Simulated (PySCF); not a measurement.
Species: N2H4.
SMILES with atom numbers: `[NH2:1][NH2:2]` (hydrogens: H3, H4 on N1; H5, H6 on N2)

Torsions of this conformer, `[NH2:1][NH2:2]`: H–N1–N2–H 150°, H–N1–N2–H -90°.

The closed-shell ground state was solved at several levels (PySCF, density fitting, gas phase, non-relativistic). One conformer (not necessarily the lowest) at the PBE0-D3(BJ)/def2-SVP geometry, without solvent, vibrations or thermal averaging.

| level | basis functions | HOMO (eV) | LUMO (eV) | gap (eV) | dipole (D) |
| --- | --- | --- | --- | --- | --- |
| KT2/pcSseg-2 | 128 | -5.74 | -0.15 | 5.59 | 1.85 |
| PBE0/pcSseg-1 | 54 | -6.95 | 1.48 | 8.43 | 2.08 |
| PBE0/def2-SVPD | 72 | -7.19 | 0.94 | 8.13 | 1.89 |

(1) What might B3LYP/pcJ-1 (94 basis functions) give for the same quantities?

(2) Over all these levels, which gives the widest orbital gap and which the narrowest?

(3) How far do the dipole and the HOMO energy spread over the levels?

## Answers

(1) HOMO -6.66 eV, LUMO 1.16 eV, gap 7.82 eV, dipole 2.06 D.

(2) PBE0/pcSseg-1 (global hybrid, 25 % exact exchange) has the widest, 8.43 eV, and KT2/pcSseg-2 (GGA) the narrowest, 5.59 eV. Functional and basis both differ between the two, so the spread mixes both effects.

(3) The dipole runs from 1.85 to 2.08 D (mean 1.97 D) and the HOMO from -7.19 to -5.74 eV.
